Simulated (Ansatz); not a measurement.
Compare A (`NCC=C=O`) with its isomer B (`COC1=NC1`).

Computed with Ansatz on PBE0-D4/def2-TZVP structures; ΔE is electronic, products minus reactants. CCSD(T)/CBS adds triple-zeta CCSD(T) − MP2 to the extrapolated MP2 energy (def2 sets, frozen cores). Functionals use def2-TZVPP. Each species was taken in one conformer, which may not be the lowest.

(1) Which isomer does CCSD(T)/CBS put lower? Give the gap. (Estimate.)

(2) Give E(B) − E(A) in kJ/mol with ωB97M-V, B2PLYP, MP2/def2-TZVPP, r2SCAN-D4, HF/def2-TZVPP, PBE-D4, LDA (SPW92). (An estimate is asked.)

(3) Does the order hold for the free energy at 298.15 K (harmonic terms from PBE0-D4)? (Estimate.)

Largest T1 diagnostic: 0.014.

Answers

(1) Computed: A, by 119.8 kJ/mol.

(2) The calculation gave: ωB97M-V 120.9, B2PLYP 124.9, MP2/def2-TZVPP 117.8, r2SCAN-D4 121.8, HF/def2-TZVPP 128.7, PBE-D4 119.5, LDA (SPW92) 114.7. None reverses the order clearly.

(3) The calculation gave: Yes: G(B) − G(A) = +122.2 kJ/mol, for one conformer each.

In def2-TZVPP, CCSD(T) changes the Hartree–Fock value by −12.2 kJ/mol (the triples alone add −1.6 kJ/mol) and MP2 by −10.9 kJ/mol. From BLYP to BHLYP (50 % exact exchange), in def2-TZVPP and without D4, E(B) − E(A) moves by −3.3 kJ/mol.
